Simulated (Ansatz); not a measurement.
Ansatz (a quantum-chemistry and plane-wave program) input (PBE/6-31G*):

Ansatz 0.2 input:
```yaml
crystal:
  periodic: [false, false, false]
  atoms:
    - {symbol: C, position_ang: [0.01969800, -0.00797679, 0.73352803]}
    - {symbol: Cl, position_ang: [-0.01247615, 1.72980929, -0.06722393]}
    - {symbol: Cl, position_ang: [1.49955960, -0.85425955, -0.13592839]}
    - {symbol: Cl, position_ang: [-1.49403568, -0.87273440, -0.05573993]}
basis:
  gaussian:
    orbitals: 6-31G*
hamiltonian:
  xc: {name: PBE}
total_charge: -1
output: {forces: true}
```

From the last part of the output:

```
WARN ansatz: RAYON_NUM_THREADS=1 ignored (pool sized by the plan → 1); use --threads N
Functional definition: PBE
integrals: 0.02 GiB planned
840 factors; their error is unknown
mean field: 0.15 GiB planned
mean field evaluation 1: about -38586.1356 eV, gradient 1.8e1 eV
mean field evaluation 2: about -38585.9648 eV, gradient 2.0e1 eV
mean field evaluation 4: about -38586.9329 eV, gradient 2.0e0 eV
mean field evaluation 8: about -38586.9067 eV, gradient 5.1e-2 eV
mean field evaluation 16: about -38586.9067 eV, gradient 8.8e-6 eV
mean field -38586.90667369 eV, -1418.0426651134 hartree, gradient 8.8e-6 eV, S^2 0.000000; 0 other end points of the search recorded, 0 dependent functions left out
the calculation of the forces begins
reference -38586.90669979 eV, -1418.0426660726 hartree; 29, 29 occupied and 43, 43 virtual orbitals, 840 factors
Total energy: -38586.90669979 eV, -1418.0426660726 hartree
Atom 0 at     0.019698    -0.007977     0.733528 Å, force     0.014786    -0.005781     0.542846 eV/Å
Atom 1 at    -0.012476     1.729809    -0.067224 Å, force    -0.007829     0.530239    -0.175087 eV/Å
Atom 2 at     1.499560    -0.854260    -0.135928 Å, force     0.454119    -0.259230    -0.196077 eV/Å
Atom 3 at    -1.494036    -0.872734    -0.055740 Å, force    -0.461076    -0.265228    -0.171681 eV/Å
Dipole moment:    -0.004155     0.001687    -0.154882 e Å
```

The dipole moment of an ion depends on the origin.
